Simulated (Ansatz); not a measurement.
We consider rutile CrO2, described by PBE (Ansatz, a program for electronic structure, PAW).

Settings: plane-wave cutoff 520 eV, 14×14×22 k mesh (along the axes of the cell as run), Fermi–Dirac smearing 0.026 eV (set by the program), spin-polarised with parallel moments, scalar-relativistic PAW data made under PBE.

Computed at the level's own relaxed cell.

Hill averages of the elastic tensor: K = 233.1 GPa, G = 117.9 GPa. Volume 9.616 Å³/atom, mean atomic mass 27.998 u.

**Question.** Work out the density, the sound velocities of a polycrystal and the elastic Debye temperature, and Pugh's ratio at this level.

**Answer.** ρ = 1.66054 × 27.998/9.616 = 4.835 g/cm³. v_l = √[(K + 4G/3)/ρ] = 8.985 km/s and v_t = √(G/ρ) = 4.938 km/s. The mean follows from 3/v_m³ = 1/v_l³ + 2/v_t³: v_m = 5.504 km/s. Θ_D = (ħ/k_B) v_m (6π²/V)^(1/3) = 76.38 K Å s/km × 5.504 × 1.8330 Å⁻¹ = 771 K, counting all atoms of the cell. K/G = 1.98, to be set beside Pugh's rough bound of 1.75 between brittle and ductile metals.
